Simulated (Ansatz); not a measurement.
**AlSiH₃ (triplet): wave-function methods side by side at distance Al1–H4 along a hydrogen transfer = 1.586 Å, cc-pVTZ**

How much of the correlation energy of AlSiH₃ (triplet) does each wave-function method recover here?

Method: cc-pVTZ, correlated electrons: outside noble gas; program: Ansatz 0.2.0, Gaussian basis.

To be run: UHF; CCSD(T) on ROHF; CCSD(T) on UHF; BCCD(T) on ROHF; CISD; CCSDT(Q) on ROHF; CCSDT(Q) on UHF; CASSCF and NEVPT2, 4 electrons in 4 orbitals.

## 1. The system

The geometry derives from fragments relaxed apart (PBE0/def2-TZVP) and kept rigid, so it is no stationary point. A hydrogen atom is moved between rigid fragments.

5 atoms, charge 0, spin multiplicity 3.

Atoms are counted from 1 here; the program's logs count them from 0.

Bond lengths: Al1–H2 1.586 Å, Al1–H3 1.586 Å, Al1–H4 1.586 Å. Angles: H2–Al1–H3 120.0°, H2–Al1–H4 120.0°, H3–Al1–H4 120.0°.

In the tables R marks a restricted open-shell determinant and U an unrestricted one; 'pair' is the active space of 4 electrons in 4 orbitals; correlation energies count from the lowest restricted Hartree-Fock solution.

## 2. UHF

in.yaml

```yaml
crystal:
  periodic: [false, false, false]
  atoms:
    - {symbol: Al, position_ang: [-1.871050, 0.000000, 0.000000]}
    - {symbol: H, position_ang: [-2.663973, 1.373384, 0.000000]}
    - {symbol: H, position_ang: [-2.663973, -1.373384, 0.000000]}
    - {symbol: H, position_ang: [-0.285202, 0.000000, 0.000000]}
    - {symbol: Si, position_ang: [1.998950, 0.000000, 0.000000]}
basis:
  gaussian: {orbitals: cc-pVTZ}
magnetization: {spin_polarized: true, initial_magnetization: 2}
hamiltonian: {xc: hf}
output: {orbitals: {seedname: orbitals}}
```

Started as:

```
$ ansatz run in.yaml --threads 1 --pin off --events-out ev --progress --plain --max-ram 4096MiB --backend cpu
```

The runs that follow: CCSD(T) on ROHF; CCSD(T) on UHF; BCCD(T) on ROHF; CISD; CCSDT(Q) on ROHF; CCSDT(Q) on UHF; CASSCF and NEVPT2, 4 electrons in 4 orbitals.

Q: Predict the results of all the runs planned. Wanted: correlation energy, UCCSDT(Q); RMP2 from UCCSDT(Q); UMP2 from UCCSDT(Q); RCCSD from UCCSDT(Q); RCCSD(T) from UCCSDT(Q); UCCSD(T) from UCCSDT(Q); RCCSDT(Q) from UCCSDT(Q); T1 diagnostic.

The runs gave:

| quantity | value |
| --- | --- |
| correlation energy, UCCSDT(Q) | -5.6429 eV |
| RMP2 from UCCSDT(Q) | +1276.4 meV |
| UMP2 from UCCSDT(Q) | +1291.3 meV |
| RCCSD from UCCSDT(Q) | +184.3 meV |
| RCCSD(T) from UCCSDT(Q) | +41.7 meV |
| UCCSD(T) from UCCSDT(Q) | +40.7 meV |
| RCCSDT(Q) from UCCSDT(Q) | +1.3 meV |
| levels of the table within 1 kcal/mol (43 meV) | RCCSD(T), UCCSD(T), BCCD(T), RCCSDT, UCCSDT, RCCSDT(Q) |
| T1 diagnostic | 0.018 |

**Reading.** RCCSD(T) misses by +41.7 meV, 0.7 % of the correlation energy. These misses are within one basis, not against nature; the frozen cores of restricted and unrestricted runs differ, which can shift their rows.
